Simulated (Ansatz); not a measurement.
Antiferromagnetic (type II) rock-salt MnS, treated with PBE (plane waves, PAW; Ansatz, a first-principles code).

Numerical settings: plane-wave cutoff 500 eV, spin-polarised with opposed moments, scalar-relativistic PAW data made under PBE.

Computed at the level's own relaxed cell.

**Question.** What does this level give for the volume per atom, magnetic moment (largest site, within a sphere) and equilibrium lattice constant a (pseudo-cubic)?

**Answer.** 
- volume per atom: 16.89 Å³/atom
- magnetic moment (largest site, within a sphere): 4.09 μB
- equilibrium lattice constant a (pseudo-cubic): 5.132 Å

Measured, for comparison: equilibrium volume per atom 17.57 Å³/atom, lattice constant a 5.199 Å (4 K, zero-point motion not removed; as tabulated in PSI, practical course at SINQ: magnetic order in MnS). Computed (rounded) less measured: equilibrium volume per atom -3.9 %, lattice constant a -1.3 %.

Moments are spin moments.

Computed values are for the static lattice.

Cost on a shared machine: about 3 core-minutes (a rough figure).
